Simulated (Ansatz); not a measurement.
Compare A (`C=C1CS1`) with its isomer B (`C=CC=S`).

Isolated molecules relaxed with PBE0-D4/def2-TZVP in Ansatz; ΔE leaves out vibrations. CCSD(T)/CBS adds triple-zeta CCSD(T) − MP2 to the extrapolated MP2 energy (def2 sets, frozen cores). Functionals use def2-TZVPP. B3LYP here is the variant with VWN-RPA as its local correlation; programs differ in this. Each species was taken in one conformer, which may not be the lowest.

Task: Which isomer does CCSD(T)/CBS put lower? Give the gap. (Estimate.)

Result: Computed: B, by 9.1 kcal/mol.

Task: Give E(B) − E(A) in kcal/mol with B3LYP, BLYP-D4, B3LYP-D4, r2SCAN-D4, PBE0-D4, ωB97M-V, LDA (SPW92). (An estimate is asked.)

Result: Computed: B3LYP -10.3, BLYP-D4 -11.0, B3LYP-D4 -10.0, r2SCAN-D4 -6.3, PBE0-D4 -4.7, ωB97M-V -6.8, LDA (SPW92) -2.6. None reverses the order clearly.

Task: Does the order hold for the free energy at 298.15 K (harmonic terms from PBE0-D4)? (Best estimate.)

Result: Computed: Yes: G(B) − G(A) = -9.4 kcal/mol, for one conformer each.

Largest T1 diagnostic: 0.016.

At CCSD(T), def2-SVP lies −2.8 kcal/mol from the extrapolated value and def2-TZVPP −0.5 kcal/mol. From BLYP to BHLYP (50 % exact exchange), in def2-TZVPP and without D4, E(B) − E(A) moves by +1.1 kcal/mol.
